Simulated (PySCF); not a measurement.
NMR data simulated for an unnamed compound:

1H NMR (500 MHz, computed): δ 2.10 (d, J = 5.2 Hz, 1H), 1.64 (d, J = 17.9 Hz, 6H).

13C{1H} NMR (computed): δ 89.4 (C, d, J = 26.5 Hz), 87.8 (C, d, J = 221.6 Hz), 81.9 (CH, d, J = 6.7 Hz), 31.7 (CH3, d, J = 25.6 Hz).

- J couplings at B3LYP/pcJ-1 (spin–dipole term only in couplings to heteroatoms)
- geometry from GFN2-xTB
- shieldings: GIAO PBE0/pcSseg-1
- code: PySCF
- non-relativistic, single conformer, one averaged value for each set of equivalent atoms, no solvent model

Scale: TMS for 1H (σref 31.72) and 13C (σref 186.93) (reference shieldings calculated alike).

Q: Which of these does the molecule contain: a heteroaromatic ring, a CF3 group, a nitrile, a C≡C triple bond?

A: 
- A heteroaromatic ring: no.
- A CF3 group: no.
- A nitrile: no.
- A C≡C triple bond: yes (δC 81.9, 89.4; δH 2.10 (d)).

The data belong to HC≡CCF(CH3)2 (SMILES C#CC(C)(C)F); they needn't prove each group on their own.

Carbon signals by region: 3 at 50–100 ppm, 1 below 50 ppm.

Common functionals overestimate the size of one-bond C–F couplings by tens of Hz; these are unscaled. Splittings below 1 Hz are ignored in the labels, and close J values are merged. Shifts are as computed. Against solution values, carbons near 30 ppm lie about +3 ppm off and those near 130 ppm about +5 ppm. Of 1211 compounds with measured shifts, 218 miss one by over three times the rms of a fit or turn the order of signals round; such compounds aren't used in these exercises.
